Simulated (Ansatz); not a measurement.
Geometry optimisation, Ansatz, RKS PBE-D4/def2-SVP.

input.yaml

```yaml
crystal:
  periodic: [false, false, false]
  atoms:
    - { symbol: C, position_ang: [-0.9371, -0.3291, 0.4793] }
    - { symbol: C, position_ang: [0.3802, 0.0251, -0.0705] }
    - { symbol: S, position_ang: [1.717, -0.5737, 0.8308] }
    - { symbol: C, position_ang: [0.7101, 0.7375, -1.1892] }
    - { symbol: Cl, position_ang: [2.39988, 1.02072, -1.61784] }
    - { symbol: H, position_ang: [-1.1059, 0.1503, 1.4715] }
    - { symbol: H, position_ang: [-1.1082, -1.3658, 0.5293] }
    - { symbol: H, position_ang: [-1.7553, 0.1369, -0.1547] }
    - { symbol: H, position_ang: [1.0875, -1.1703, 1.8779] }
    - { symbol: H, position_ang: [0.07536, 1.16711, -1.84213] }
basis:
  gaussian: { orbitals: def2-SVP }
hamiltonian:
  xc: pbe
  dispersion: d4
relax:
  f_tol: 0.015
  max_steps: 40
output:
  orbitals: {}
```

Launched with:

```bash
$ ansatz run input.yaml --threads 2 --pin off --max-ram 3072MiB --backend cpu --events-out ev --progress --plain --runs-dir out
```

Question: Where does it end, and by what steps?

Answer: The forces met the threshold. After 7 steps the energy has fallen by 0.471 eV; H10 moved furthest, 0.17 Å.

| step | energy less start (eV) | largest force component (eV/Å) | accepted |
| --- | --- | --- | --- |
| 0 | 0.0000 | 3.159 | yes |
| 1 | -0.4119 | 1.010 | yes |
| 2 | -0.4659 | 0.338 | yes |
| 3 | -0.4672 | 0.224 | yes |
| 4 | -0.4676 | 0.190 | yes |
| 5 | -0.4705 | 0.064 | yes |
| 6 | -0.4707 | 0.027 | yes |
| 7 | -0.4708 | 0.005 | yes |

```xyz
10
Properties=species:S:1:pos:R:3
C -0.936 -0.267 0.439
C 0.468 0.010 -0.021
S 1.826 -0.614 0.939
C 0.723 0.718 -1.146
Cl 2.335 1.048 -1.697
H -1.114 0.152 1.452
H -1.132 -1.359 0.492
H -1.674 0.182 -0.254
H 1.045 -1.200 1.889
H -0.076 1.128 -1.781
```

Whether the end is a true minimum wasn't checked by a vibrational analysis.

The run took 16 s on 2 threads of Arm Neoverse V2, on a shared host, peak memory 0.14 GiB.
